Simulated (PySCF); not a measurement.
CCl₂⁺, doublet: data card

Computed with PySCF, UPBE0, basis C def2-TZVP, Cl def2-TZVP (no relativity, density fitting).

The structure is a minimum.

Coordinates in bohr (charge 1 multiplicity 2):
```
C     0.0000    0.0000   -0.9606
Cl    2.7691    0.0000    0.1648
Cl   -2.7691    0.0000    0.1648
```

```json
{
 "Point group": "C2v",
 "Bond lengths": "C–Cl 1.582 Å (×2)",
 "Bond angles": "Cl–C–Cl 135.8°",
 "Lowest empty level (α)": "-10.55 eV",
 "Dipole moment about the centre of mass": "0.16 D",
 "Spin squared ⟨S²⟩": "0.757",
 "Highest occupied level (α)": "-14.61 eV",
 "Zero-point energy": "14.3 kJ/mol",
 "Entropy at 298.15 K and 1 bar (electronic part: spin only)": "265.5 J/(mol K)",
 "Principal quadrupole moments (Buckingham, traceless) about the centre of mass": "-6.46, -5.46, 11.92 D Å",
 "Rotational constants": "4.641, 0.1123, 0.1096 cm⁻¹",
 "Heat capacity Cp at 298.15 K": "43.5 J/(mol K)",
 "Principal polarisabilities": "19.9, 22.5, 53.0 bohr³",
 "Enthalpy at 298.15 K above 0 K": "11.13 kJ/mol",
 "Rotational symmetry number": "2"
}
```

Harmonic modes (masses in u: C 12.000, Cl 34.969):
```json
{"symmetry": "a1", "ω (cm⁻¹)": "348", "IR (km/mol)": "0.2", "μ (u)": "21.23"}
{"symmetry": "a1", "ω (cm⁻¹)": "766", "IR (km/mol)": "3.0", "μ (u)": "17.60"}
{"symmetry": "b2", "ω (cm⁻¹)": "1275", "IR (km/mol)": "422", "μ (u)": "13.47"}
```

In C2v the vibrations span 2a1 + b2. Here b1 is antisymmetric to the molecular plane and b2 lies in it.

Charges (e):
```
 atom  Mulliken  Löwdin  polar tensor  spin (Mulliken)  Mayer order to C1
   C1      0.20   -0.71          0.88             0.73                  –
Cl2,3      0.40    0.86          0.06             0.13               1.69
```

Mulliken populations on C1: s 3.27, p 2.34, d 0.17, f 0.01.

This need not be the most stable arrangement of these atoms.

The final relaxation and frequency run took 16 s on 4 threads of a shared Arm Neoverse V1 host, with 105 basis functions and 8 gradients; the process peaked at 0.93 GiB. Launch command: `OMP_NUM_THREADS=4 python axn.py task.json out`.
